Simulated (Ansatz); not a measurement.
Chalcopyrite CdGeAs2 was calculated with PBEsol (Ansatz, a program for electronic structure, plane waves, PAW).

Settings: plane-wave cutoff 520 eV, 8×8×8 k mesh, Fermi–Dirac smearing 0.01 eV, scalar-relativistic PAW data made under PBE.

Shape and atoms are relaxed at each volume.

Pressure at four volumes; x = ln(V/24.964 Å³). One pressure is withheld.

```csv
V (Å³/atom),x,P (GPa)
23.965,-0.0408,?
24.464,-0.0202,1.28
24.964,0.0000,0.00
25.962,0.0392,-2.17
```

Problem. Pass a parabola P(x) through the three rows shown, estimate the bulk modulus and its pressure derivative near zero pressure, and predict the withheld pressure.

Solution. Slopes between the rows: (0.00 − (1.28))/(0.0000 − (-0.0202)) = -63.37 and (-2.17 − (0.00))/(0.0392 − (0.0000)) = -55.36 GPa. Their difference over the span 0.0594 is c = 8.01/0.0594 = 134.8 GPa, so P(x) = 1.28 + (-63.37)(x − (-0.0202)) + 134.8 (x − (-0.0202))(x − (0.0000)). At the middle row B = −dP/dx = −[-63.37 + 134.8 × 0.0202] = 60.6 GPa, and B′ = dB/dP = 2c/B = 4.4. At x = -0.0408 the parabola gives 2.70 GPa; the run gives 2.72 GPa. The Birch–Murnaghan fit to the energies at all volumes has B0 = 60.7 GPa and B′ = 4.7.

Measured, for comparison: bulk modulus 69.9 GPa (temperature not stated, not corrected to a static lattice; as tabulated in Toher et al. (2017), arXiv:1611.05714). Computed less measured: bulk modulus -13 %.

Note: this level leaves the solid without a gap, although one is measured.
